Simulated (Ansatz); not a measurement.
in.yaml

```yaml
crystal:
  periodic: [false, false, false]
  atoms:
    - {symbol: H, position_ang: [0.000000, 0.000000, -0.914667]}
    - {symbol: H, position_ang: [0.000000, 0.000000, -0.056667]}
    - {symbol: H, position_ang: [0.000000, 0.000000, 0.971333]}
basis:
  gaussian: {orbitals: cc-pVQZ}
magnetization: {spin_polarized: false, initial_magnetization: 1}
correlation: {method: fci, electrons: outside_noble_gas}
```

```sh
$ ansatz run in.yaml --threads 1 --pin off --events-out ev --progress --plain --max-ram 2393MiB
```

Output:

```
985 factors; integrals over basis functions are off by at most 2.4e-7 eV
mean field evaluation 1: about -43.2039 eV, gradient 5.3e0 eV
mean field evaluation 2: about -43.2037 eV, gradient 5.3e0 eV
mean field evaluation 4: about -43.4743 eV, gradient 7.5e-1 eV
mean field evaluation 8: about -43.5006 eV, gradient 5.0e-2 eV
mean field -43.50068654 eV, -1.5986207445 hartree, gradient 8.0e-7 eV, S^2 0.750000; 0 other end points of the search recorded, 0 dependent functions left out
mean field evaluation 16: about -43.6267 eV, gradient 2.5e0 eV
reference -43.50068654 eV, -1.5986207445 hartree; 2, 1 occupied and 88, 89 virtual orbitals, 985 factors
state -45.14326583 eV, -1.6589844199 hartree
Total energy: -45.14326583 eV, -1.6589844199 hartree
```

Ran on 1 thread of Arm Neoverse V1, shared host: 6.5 s wall, 0.34 GiB peak host memory.
